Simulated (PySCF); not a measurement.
**How methods differ on the ionisation energy of Be**

Be [He] 2s2 (1S) → Be⁺ [He] 2s1 (2S), as a difference of total energies. Calculation: PySCF 2.14, in x2c-SVPall; scalar relativity by spin-free X2C-1e. Correlated levels: valence: 1s2 frozen. The calculations carry no spin-orbit coupling.

```tsv
method	ionisation energy (eV)
UHF	7.970
B3LYP	9.082
BP86	9.074
MP2 (valence)	8.569
SCS-MP2 (valence)	8.689
CCSD (valence)	9.172
```

Errors of the correlated levels include the incompleteness of this basis and the frozen core.

With two correlated electrons CCSD is exact in that space.

The coupled-cluster amplitudes are large for Be (T1 above 0.03 or a double amplitude above 0.15), so a single reference is strained.

Task: Which method comes closest to the reference value, and which is furthest?

Result: The reference is 9.323 eV (measured; NIST Atomic Spectra Database, ionization energies). Closest: CCSD (valence) (error -0.151 eV); furthest: UHF (error -1.353 eV).
